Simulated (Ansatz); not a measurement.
Density of states of Cr$_{2}$O$_{3}$ (R-3c, a = 4.972 Å, b = 4.972 Å, c = 13.417 Å, α = 90.00°, β = 90.00°, γ = 120.00°), in states per eV and primitive cell, averaged over bins of 0.4 eV. Method: DFT PBEsol, scalar-relativistic, plane waves, PAW in Ansatz 0.2.0.

Cutoff 420 eV; k points 12×12×12 on the computed 10-atom cell (Γ-centred); Gaussian smearing, width 0.02 eV; collinear spin from starting moments 2.64 2.64 2.64 2.64 0 0 0 0 0 0 μB.

The cell is relaxed at this level. The states (both spins) are summed by tetrahedra on a 18×18×18 mesh at the self-consistent density. Energies are bin centres; the table starts no lower than −8 eV and ends at 6 eV, or lower where the solved bands end.

The gap is 0.57 eV at this level, with the zero inside it.

| E − E_F (eV) | total | Cr 3d up | Cr 3d down | O 2p up | O 2p down | O 2s up | Cr 4s up |
| --- | --- | --- | --- | --- | --- | --- | --- |
| -7.85 | 4.95 | 1.02 | 0.12 | 2.92 | 0.56 | 0.03 | 0.20 |
| -7.45 | 8.20 | 0.91 | 0.74 | 2.62 | 3.46 | 0.03 | 0.07 |
| -7.05 | 7.79 | 1.12 | 0.58 | 2.88 | 2.88 | 0.02 | 0.06 |
| -6.65 | 8.66 | 1.29 | 0.75 | 3.02 | 3.31 | 0.03 | 0.05 |
| -6.25 | 8.92 | 1.70 | 0.72 | 3.30 | 2.97 | 0.02 | 0.03 |
| -5.85 | 7.64 | 0.89 | 1.03 | 2.15 | 3.40 | 0.02 | 0.03 |
| -5.45 | 7.61 | 0.57 | 1.10 | 1.92 | 3.82 | 0.03 | 0.04 |
| -5.05 | 5.96 | 0.62 | 0.42 | 2.43 | 2.27 | 0.04 | 0.03 |
| -4.65 | 8.25 | 0.70 | 0.43 | 3.69 | 3.17 | 0.04 | 0.03 |
| -4.25 | 8.53 | 0.50 | 0.39 | 3.07 | 4.33 | 0.03 | 0.02 |
| -3.85 | 7.78 | 0.61 | 0.25 | 3.48 | 3.28 | 0.02 | 0.02 |
| -3.45 | 3.73 | 0.02 | 0.20 | 0.14 | 3.31 | 0.00 | 0.00 |
| -3.05 | 0.01 | 0.00 | 0.00 | 0.00 | 0.00 | 0.00 | 0.00 |
| -2.65 | 0.03 | 0.02 | 0.00 | 0.00 | 0.00 | 0.00 | 0.00 |
| -2.25 | 3.23 | 2.90 | 0.00 | 0.28 | 0.00 | 0.02 | 0.01 |
| -1.85 | 2.15 | 1.91 | 0.00 | 0.21 | 0.00 | 0.01 | 0.01 |
| -1.45 | 7.42 | 6.52 | 0.00 | 0.71 | 0.00 | 0.05 | 0.08 |
| -1.05 | 9.11 | 7.64 | 0.00 | 1.18 | 0.00 | 0.07 | 0.12 |
| -0.65 | 7.53 | 5.67 | 0.00 | 1.57 | 0.00 | 0.04 | 0.11 |
| -0.25 | 0.52 | 0.38 | 0.00 | 0.12 | 0.00 | 0.00 | 0.01 |
| 0.15 | 0.11 | 0.00 | 0.11 | 0.00 | 0.00 | 0.00 | 0.00 |
| 0.55 | 3.42 | 0.00 | 3.20 | 0.00 | 0.17 | 0.00 | 0.00 |
| 0.95 | 6.08 | 2.66 | 2.17 | 0.60 | 0.11 | 0.37 | 0.01 |
| 1.35 | 9.71 | 2.81 | 4.92 | 1.01 | 0.38 | 0.28 | 0.02 |
| 1.75 | 11.28 | 2.54 | 6.53 | 1.24 | 0.45 | 0.17 | 0.01 |
| 2.15 | 13.84 | 2.70 | 8.39 | 1.59 | 0.71 | 0.10 | 0.01 |
| 2.55 | 5.59 | 1.99 | 1.92 | 1.32 | 0.18 | 0.02 | 0.00 |
| 2.95 | 5.93 | 0.01 | 4.53 | 0.00 | 0.83 | 0.00 | 0.00 |
| 3.35 | 5.43 | 0.00 | 3.93 | 0.00 | 1.14 | 0.00 | 0.00 |
| 3.75 | 5.53 | 0.00 | 3.83 | 0.00 | 1.45 | 0.00 | 0.00 |
| 4.15 | 3.14 | 0.00 | 2.07 | 0.00 | 0.92 | 0.02 | 0.03 |
| 4.55 | 0.11 | 0.00 | 0.00 | 0.01 | 0.00 | 0.03 | 0.05 |
| 4.95 | 0.21 | 0.00 | 0.00 | 0.01 | 0.00 | 0.04 | 0.08 |
| 5.35 | 0.31 | 0.00 | 0.00 | 0.02 | 0.01 | 0.05 | 0.11 |
| 5.75 | 0.43 | 0.00 | 0.00 | 0.03 | 0.01 | 0.06 | 0.15 |

The columns after the total are the main Löwdin projections on the occupied valence shells of the potentials; 4 others are left out. The rest of the total lies in those, in shells that are empty in the free atom, which aren't projected, and between the atoms.

The run saw a state lower than the one given here. Moments started parallel, and an antiferromagnetic order may lie lower.

Only this magnetic start was tried.

Cost: 1 run of about 12 core-minutes, on AMD EPYC 7R43 (Zen 3) (shared hosts).